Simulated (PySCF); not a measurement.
## SMILES c1c[p-]cp1, [C3H3P2]-, charge -1

Geometry (Å), atoms numbered from 1 in this order:
```xyz
8

C    -0.816    0.722    0.317
C    -0.993   -0.519   -0.283
P     0.458   -1.450   -0.641
C     1.539   -0.238   -0.004
P     0.840    1.221    0.649
H    -1.667    1.366    0.575
H    -1.993   -0.906   -0.523
H     2.625   -0.389   -0.013
```

Total charge -1.

Method: PySCF, GIAO B3LYP/aug-cc-pVDZ magnetisability, rotational g tensor and spin-rotation constants, non-relativistic, gas phase. Geometry: PBE0-D3(BJ)/def2-SVP.

For an ion the centre-of-mass motion in the field is neglected.

(1) What are the magnetisability and the molar susceptibility?

(2) Split it along the inertial axes a, b, c into diamagnetic and paramagnetic parts about the centre of mass, with the quadrupole moment.

(3) And the rotational g tensor?

Results:

(1) Isotropic -1201 × 10⁻³⁰ J/T², or -72.3 × 10⁻⁶ cm³/mol; principal values -2030, -887, -686 × 10⁻³⁰ J/T², anisotropy 1255 × 10⁻³⁰ J/T² (root of half the summed squared differences of the principal values). The susceptibility is in cgs units.

(2) 
| axis | χ (10⁻⁶ cm³/mol) | diamagnetic (10⁻⁶ cm³/mol) | paramagnetic (10⁻⁶ cm³/mol) | summed x² of all electrons (Å²) | quadrupole Θ (D Å) |
| --- | --- | --- | --- | --- | --- |
| a | -53.4 | -286.4 | 232.9 | 89.8 | -13.13 |
| b | -41.3 | -428.9 | 387.6 | 56.2 | +9.27 |
| c | -122.2 | -619.2 | 497.0 | 11.3 | +3.86 |

Anisotropies 2χaa − χbb − χcc = +56.8 and 2χbb − χaa − χcc = +93.0 × 10⁻⁶ cm³/mol. Θ is traceless in Buckingham's convention.

(3) 
```tsv
axis	rotational constant (GHz)	g	nuclear part	electronic part
a	6.6035	-0.1223	0.6004	-0.7227
b	3.2955	-0.1001	0.4999	-0.6000
c	2.1984	+0.0201	0.5333	-0.5133
```
Asymmetric top; isotopes 12C, 1H, 31P; no vibrational averaging.
